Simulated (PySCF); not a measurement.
**Vertical excitation energies**

Compound: C₄H₇F.
InChI=1S/C4H7F/c1-4(5)2-3-4/h2-3H2,1H3

Computed, not measured: TDDFT PBE0/def2-SVPD, vertical, gas phase, core orbitals frozen in the response in PySCF 2.14.0, density-fitted response routines. Geometry: PBE0-D3(BJ)/def2-SVP; no solvent, vibrations or thermal averaging.

```json
{"state": "S1", "E (eV)": "7.50", "λ (nm)": "165.3", "f": "0.022", "symmetry": "A″", "main configurations (H = HOMO, L = LUMO)": "H→L (98%)"}
{"state": "S2", "E (eV)": "8.17", "λ (nm)": "151.7", "f": "0.016", "symmetry": "A′", "main configurations (H = HOMO, L = LUMO)": "H-1→L (81%), H→L+1 (16%)"}
{"state": "S3", "E (eV)": "8.25", "λ (nm)": "150.3", "f": "0.010", "symmetry": "A″", "main configurations (H = HOMO, L = LUMO)": "H→L+2 (51%), H→L+3 (45%)"}
{"state": "S4", "E (eV)": "8.31", "λ (nm)": "149.2", "f": "0.0005", "symmetry": "–", "main configurations (H = HOMO, L = LUMO)": "H→L+1 (83%), H-1→L (16%)"}
{"state": "S5", "E (eV)": "8.49", "λ (nm)": "146.0", "f": "0.0003", "symmetry": "–", "main configurations (H = HOMO, L = LUMO)": "H→L+3 (52%), H→L+2 (47%)"}
{"state": "S6", "E (eV)": "8.89", "λ (nm)": "139.4", "f": "0.0078", "symmetry": "A′", "main configurations (H = HOMO, L = LUMO)": "H-1→L+3 (50%), H-1→L+2 (46%)"}
{"state": "S7", "E (eV)": "8.99", "λ (nm)": "137.9", "f": "0.069", "symmetry": "A″", "main configurations (H = HOMO, L = LUMO)": "H-1→L+1 (85%), H→L+4 (12%)"}
{"state": "S8", "E (eV)": "9.02", "λ (nm)": "137.5", "f": "0.024", "symmetry": "A″", "main configurations (H = HOMO, L = LUMO)": "H→L+4 (85%), H-1→L+1 (12%)"}
{"state": "S9", "E (eV)": "9.24", "λ (nm)": "134.2", "f": "0.017", "symmetry": "A′", "main configurations (H = HOMO, L = LUMO)": "H-1→L+2 (51%), H-1→L+3 (44%)"}
{"state": "S10", "E (eV)": "9.46", "λ (nm)": "131.0", "f": "0.028", "symmetry": "A″", "main configurations (H = HOMO, L = LUMO)": "H→L+6 (70%), H→L+5 (26%)"}
```

Triplets (Tamm–Dancoff): T1 7.35 eV, H→L (91%); T2 7.90 eV, H→L+3 (61%), H→L+2 (24%); T3 8.01 eV, H-1→L (69%), H→L+1 (26%); T4 8.06 eV, H→L+1 (64%), H-1→L (24%).

The lowest singlet comes at 165 nm (724 kJ/mol) in the vacuum ultraviolet; it is weak; its leading configuration is HOMO→LUMO (98%). The strongest level in the table is S7 at 8.99 eV (138 nm, f = 0.069). Löwdin shares by element: HOMO carbon 63% or more, fluorine 18% (atoms not listed hold the other 20%); LUMO carbon 45% or more, hydrogen 13% or more (atoms not listed hold the other 42%). The oscillator strengths of these states sum to 0.194; summed over the whole spectrum of an exact calculation they would give the number of electrons, 40 (Thomas–Reiche–Kuhn). Weighted by f, the mean energy of these states is 8.80 eV. Orbital energies (eV): HOMO-3 -10.73, HOMO-2 -10.33, HOMO-1 -8.62, HOMO -7.92, LUMO 0.79, LUMO+1 1.54, LUMO+2 1.64. No computed singlet lies in the visible range (380 to 750 nm); the lowest, at 165 nm, stands 4.24 eV above its violet end (3.26 eV). The vertical ionisation energy (ΔSCF) is 10.16 eV, 0.69 eV above S10. Symmetry labels in Cs follow from the direction of the transition dipole and are given only for states with f of 0.002 or more. Singlets were solved by full linear response, triplets in the Tamm–Dancoff approximation.
